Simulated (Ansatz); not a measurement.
Pulling on the C1–H4 bond in ethanol (SMILES CCO) (multiplicity 1 held, fragments rigid). Energies count from the point at 1.093 Å.
Geometry at that point (charge 0, multiplicity 1):
```xyz
9

C     -1.199     0.142     0.264
C      0.063    -0.429    -0.361
O      1.233     0.305    -0.012
H     -2.079    -0.415    -0.065
H     -1.326     1.189    -0.017
H     -1.157     0.083     1.355
H      0.176    -1.486    -0.090
H      0.006    -0.377    -1.449
H      1.330     0.289     0.946
```

R- and RO- levels are restricted; in cc, def2 and unpolarised 6-31G sets they are followed outwards from rest. U- levels take the lowest unrestricted solution at each point, which mixes spins at long bonds. Levels need not reach the same state.

Frozen-core correlation.

The values were computed with Ansatz (a program for electronic structure) with Gaussian orbitals. Each number belongs to the level named beside it.

Energies in eV.

```json
[
 {"R (Å)": "0.874", "R-PBE/cc-pVTZ": "1.28", "U-PBE/cc-pVTZ": "1.28", "R-MP2/cc-pVTZ": "1.22", "R-SCS-MP2/cc-pVTZ": "1.23", "R-CCSD(T)/cc-pVTZ": "1.24"},
 {"R (Å)": "0.983", "R-PBE/cc-pVTZ": "0.27", "U-PBE/cc-pVTZ": "0.27", "R-MP2/cc-pVTZ": "0.23", "R-SCS-MP2/cc-pVTZ": "0.24", "R-CCSD(T)/cc-pVTZ": "0.24"},
 {"R (Å)": "1.093", "R-PBE/cc-pVTZ": "0.00", "U-PBE/cc-pVTZ": "0.00", "R-MP2/cc-pVTZ": "0.00", "R-SCS-MP2/cc-pVTZ": "0.00", "R-CCSD(T)/cc-pVTZ": "0.00"},
 {"R (Å)": "1.202", "R-PBE/cc-pVTZ": "0.13", "U-PBE/cc-pVTZ": "0.13", "R-MP2/cc-pVTZ": "0.17", "R-SCS-MP2/cc-pVTZ": "0.17", "R-CCSD(T)/cc-pVTZ": "0.16"},
 {"R (Å)": "1.311", "R-PBE/cc-pVTZ": "0.47", "U-PBE/cc-pVTZ": "0.47", "R-MP2/cc-pVTZ": "0.56", "R-SCS-MP2/cc-pVTZ": "0.55", "R-CCSD(T)/cc-pVTZ": "0.53"},
 {"R (Å)": "1.475", "R-PBE/cc-pVTZ": "1.15", "U-PBE/cc-pVTZ": "1.15", "R-MP2/cc-pVTZ": "1.32", "R-SCS-MP2/cc-pVTZ": "1.30", "R-CCSD(T)/cc-pVTZ": "1.24"},
 {"R (Å)": "1.639", "R-PBE/cc-pVTZ": "1.87", "U-PBE/cc-pVTZ": "1.87", "R-MP2/cc-pVTZ": "2.13", "R-SCS-MP2/cc-pVTZ": "2.09", "R-CCSD(T)/cc-pVTZ": "1.99"},
 {"R (Å)": "1.912", "R-PBE/cc-pVTZ": "2.97", "U-PBE/cc-pVTZ": "2.97", "R-MP2/cc-pVTZ": "3.38", "R-SCS-MP2/cc-pVTZ": "3.31", "R-CCSD(T)/cc-pVTZ": "3.07"},
 {"R (Å)": "2.185", "R-PBE/cc-pVTZ": "3.86", "U-PBE/cc-pVTZ": "3.86", "R-MP2/cc-pVTZ": "4.41", "R-SCS-MP2/cc-pVTZ": "4.32", "R-CCSD(T)/cc-pVTZ": "3.88"},
 {"R (Å)": "2.513", "R-PBE/cc-pVTZ": "4.67", "U-PBE/cc-pVTZ": "4.49", "R-MP2/cc-pVTZ": "5.35", "R-SCS-MP2/cc-pVTZ": "5.22", "R-CCSD(T)/cc-pVTZ": "4.44"},
 {"R (Å)": "2.950", "R-PBE/cc-pVTZ": "5.40", "U-PBE/cc-pVTZ": "4.77", "R-MP2/cc-pVTZ": "6.16", "R-SCS-MP2/cc-pVTZ": "5.97", "R-CCSD(T)/cc-pVTZ": "4.63"},
 {"R (Å)": "3.496", "R-PBE/cc-pVTZ": "5.93", "U-PBE/cc-pVTZ": "4.85", "R-MP2/cc-pVTZ": "6.59", "R-SCS-MP2/cc-pVTZ": "6.30", "R-CCSD(T)/cc-pVTZ": "4.41"}
]
```

Doubts at one or more of the structures used: a restricted determinant that unrestricted orbitals would lower (R-PBE/cc-pVTZ, R-MP2/cc-pVTZ, R-SCS-MP2/cc-pVTZ, R-CCSD(T)/cc-pVTZ); a spin-contaminated determinant (U-PBE/cc-pVTZ); other coupled-cluster roots lie near (R-CCSD(T)/cc-pVTZ); T1 above 0.05 (R-CCSD(T)/cc-pVTZ).
